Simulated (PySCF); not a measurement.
One ligand Y is varied and pulled off as a radical: Zn(OCH3)1–Y. Gas-phase values, no solvent. One relaxed conformer stands for each flexible species; it need not be the lowest. Multiplicities are imposed; where one is given, others were not computed. Strings in code marks are SMILES.

Method: BP86-D3(BJ)/def2-TZVP // BP86-D3(BJ)/def2-SVP run with PySCF. All candidates: neutral, multiplicity 2. 

```
Quantity                         Result
-----------------------------  --------
highest occupied spin orbital  -7.34 eV
dipole moment                    1.93 D
```

Task: Say which member has these values.
(A) `C[O]`
(B) `[NH2]`
(C) `[SH]`
(D) `C[N]C`

Result: B, `[NH2]`. The others give `C[O]`: -6.10 eV, 2.14 D; `[SH]`: -6.25 eV, 0.87 D; `C[N]C`: -5.66 eV, 1.72 D
